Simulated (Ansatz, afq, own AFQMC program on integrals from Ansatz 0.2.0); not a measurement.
## Where AFQMC and coupled cluster stand for CH2N⁺, triplet

```xyz
4

N     0.0000    0.0000    0.5481
C     0.0000    0.0000   -0.8171
H     0.0000    0.8633    1.0602
H     0.0000   -0.8633    1.0602
```

Connectivity, by distances: NH2–C.

Basis cc-pVDZ. Only valence electrons are correlated. Integrals, coupled cluster, full CI and functionals: Ansatz 0.2.0; the random walks run on the same integrals in our own AFQMC program. The CISD trial takes its coefficients from CCSD amplitudes. Released means that phaseless walkers are propagated on without the constraint, phases kept. Error bars are statistical, one sigma.

Determinant: ROHF, the one that the program's search chose, which needn't be the lowest solution. The geometry is a PBE0/def2-TZVP stationary point of this or a neighbouring charge and spin state.

No full CI on the walks' own integrals is used here; CCSDT(Q) serves as the reference and is uncertain by about the last step of the cluster series.

Cautions: lower spins were not checked; a spin-contaminated unrestricted determinant lies lower (UHF 451 meV lower, ⟨S²⟩ 2.39); raised T1 diagnostic (T1 0.042, weight of the determinant 0.87, largest double 0.13).

The T1 diagnostic is 0.0422, the weight of the determinant in the CISD state is 0.870 and the size of the correlated space is 10 electrons in 36 orbitals.

Reference: CCSDT(Q), correlation energy -7.431 eV. The released energy is read at 2.40 1/Eh (meV from the phaseless value at times in 1/Eh: -5 ± 5 at 0.24, -9 ± 3 at 0.51, -19 ± 3 at 0.99, -15 ± 4 at 1.62, -21 ± 5 at 2.40).

| level | E − E(reference) (kcal/mol) | share of correlation (%) |
| --- | --- | --- |
| HF | 171.37 | 0.00 |
| MP2 | 23.44 | 86.32 |
| CCSD | 7.19 | 95.81 |
| CCSD(T) | 1.20 | 99.30 |
| CCSDT | 0.49 | 99.71 |
| ph-AFQMC/CISD | 0.48 ± 0.12 | 99.72 |
| released AFQMC | 0.00 ± 0.11 | 100.00 |

A walk keeps the symmetry of its determinant, which the program's search chose and which needn't be the lowest solution, so a lower state of the same spin and another symmetry isn't excluded. Released energies are given only where the last usable release times agree within the noise; a slower fall can still hide under it.
